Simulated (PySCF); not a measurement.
Species: C₅H₆S.
Geometry (PBE0-D3(BJ)/def2-TZVP, Å), atoms numbered from 1 in this order:
```xyz
12
C5H6S angstrom
C     -1.8506    0.0689    0.7512
C     -0.4758    0.1411    0.1833
C      0.3680   -0.8890   -0.1185
C      1.6166   -0.4605   -0.6368
C      1.7059    0.8953   -0.7216
S      0.2715    1.6460   -0.1758
H     -1.8915    0.4730    1.7663
H     -2.5705    0.6253    0.1464
H     -2.1776   -0.9710    0.7916
H      0.0971   -1.9272    0.0281
H      2.4126   -1.1302   -0.9342
H      2.5327    1.4917   -1.0748
```

The closed-shell ground state was solved at several levels (PySCF, density fitting, gas phase, non-relativistic). Geometry: PBE0-D3(BJ)/def2-TZVP; no solvent, vibrations or thermal averaging.

```csv
level,basis functions,total energy (Eh),HOMO (eV),LUMO (eV),gap (eV),dipole (D)
B97-2/pcSseg-2,307,-592.3760,-6.32,-0.36,5.96,0.69
PBE0/pcSseg-2,307,-592.0442,-6.56,-0.32,6.24,0.69
KT3/pcSseg-2,307,-598.4707,-5.54,-1.15,4.39,0.66
```

(1) What might wB97X-D/pcSseg-2 (307 basis functions) give for the same quantities?

(2) Over all these levels, which gives the widest orbital gap and which the narrowest?

(3) In the pcSseg-2 basis, how does the gap go with the fixed share of exact exchange?

(4) How far do the dipole and the HOMO energy spread over the levels?

Answers

(1) Total energy -592.3450 Eh, HOMO -8.34 eV, LUMO 1.41 eV, gap 9.75 eV, dipole 0.70 D.

(2) wB97X-D/pcSseg-2 (range-separated hybrid) has the widest, 9.75 eV, and KT3/pcSseg-2 (GGA) the narrowest, 4.39 eV. From the narrowest to the widest the HOMO moves by -2.80 eV and the LUMO by +2.56 eV.

(3) KT3 (0 %) 4.39 eV; B97-2 (21 %) 5.96 eV; PBE0 (25 %) 6.24 eV. Each rise in the share widens the gap here.

(4) The dipole runs from 0.66 to 0.70 D (mean 0.69 D) and the HOMO from -8.34 to -5.54 eV.

wB97X-D is run here without its empirical dispersion term; that term would change no orbital, density or response property at a fixed geometry.
